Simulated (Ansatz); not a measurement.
A made-up structure of CH4AlO, doublet:

```
7
angstrom
C -0.5650 0.4653 -0.1418
Al 0.6624 -0.4944 0.0935
O 0.4377 -1.4450 1.5608
H -0.1255 1.5242 -0.1049
H -1.3354 0.2732 0.6871
H -0.9540 0.1990 -1.1863
H 1.8799 -0.5222 -0.9084
```

It is relaxed with PBE-D4/def2-SVP and then PBE0-D4/def2-TZVP (Ansatz 0.2.0). Atoms count as bonded within 1.22 times the sum of their covalent radii (H–H: 0.88 Å). The end point is not checked to be a true minimum.

Question: Does its bonding change? (A judgement: the text doesn't fix the answer.)

Answer: Computed: No: no bond forms or breaks.

Where it ends: The first stage lowers the energy by 2.24 eV in 8 steps. It ends as CH₄AlO ([CH3][AlH][O]):
C1  (-0.697, 0.575, -0.173)
Al2  (0.809, -0.616, 0.134)
O3  (0.756, -1.647, 1.523)
H4  (-0.365, 1.617, -0.175)
H5  (-1.474, 0.465, 0.586)
H6  (-1.145, 0.380, -1.152)
H7  (2.117, -0.773, -0.742)
(Å)

Labels in which every atom is bracketed show which atoms are joined, not bond orders.

For scale, one of the runs: PBE0-D4/def2-TZVP relaxation, 123 basis functions, launched by `ansatz run in.yaml --threads 2 --pin off --events-out ev --progress --plain --max-ram 4352MiB`. The run took about 38 s on 2 CPU threads of an Arm Neoverse V2 (shared host).
